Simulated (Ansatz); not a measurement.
Input file:

```yaml
crystal:
  periodic: [false, false, false]
  atoms:
    - {symbol: Al, position_ang: [0.000000, 0.000000, 2.058500]}
    - {symbol: Ga, position_ang: [0.000000, 0.000000, -0.249900]}
    - {symbol: H, position_ang: [0.000000, 0.000000, -1.808600]}
basis:
  gaussian: {orbitals: cc-pVDZ}
magnetization: {spin_polarized: true, initial_magnetization: 1}
correlation: {method: ccsd_t, electrons: valence}
```

```sh
$ ansatz run in.yaml --threads 1 --pin off --events-out ev --progress --plain --max-ram 2393MiB
```

Log:

```
548 factors; integrals over basis functions are off by at most 1.0e-3 eV
mean field evaluation 1: about -58929.5326 eV, gradient 5.7e0 eV
mean field evaluation 2: about -58929.5355 eV, gradient 5.7e0 eV
mean field evaluation 4: about -58930.1227 eV, gradient 6.7e-1 eV
mean field evaluation 8: about -58930.1459 eV, gradient 7.7e-3 eV
mean field evaluation 16: about -58930.3083 eV, gradient 2.2e-2 eV
mean field evaluation 32: about -58930.1459 eV, gradient 1.9e-5 eV
mean field evaluation 64: about -58930.1246 eV, gradient 6.8e-1 eV
mean field evaluation 96: about -58929.7057 eV, gradient 7.6e-3 eV
mean field evaluation 128: about -58928.7764 eV, gradient 5.2e0 eV
mean field evaluation 160: about -58930.1468 eV, gradient 5.4e-2 eV
...
cycle   5  -3.72268457 eV  change   -1.7e-2 eV  update   3.6e-3
cycle   6  -3.72578013 eV  change   -3.1e-3 eV  update   1.4e-3
cycle   7  -3.72593749 eV  change   -1.6e-4 eV  update   7.9e-4
cycle   8  -3.72581329 eV  change    1.2e-4 eV  update   4.1e-4
cycle   9  -3.72538097 eV  change    4.3e-4 eV  update   2.4e-4
cycle  10  -3.72536751 eV  change    1.3e-5 eV  update   1.6e-4
cycle  11  -3.72554205 eV  change   -1.7e-4 eV  update   9.6e-5
cycle  12  -3.72549174 eV  change    5.0e-5 eV  update   4.3e-5
cycle  13  -3.72544551 eV  change    4.6e-5 eV  update   2.3e-5
cycle  14  -3.72543103 eV  change    1.4e-5 eV  update   1.4e-5
perturbative correction -0.15475334 eV, -0.0056870802 hartree
Total energy: -58934.18862771 eV, -2165.7914850404 hartree
```

Ran on 1 thread of Arm Neoverse V1, shared host: 18 s wall, 0.33 GiB peak host memory.
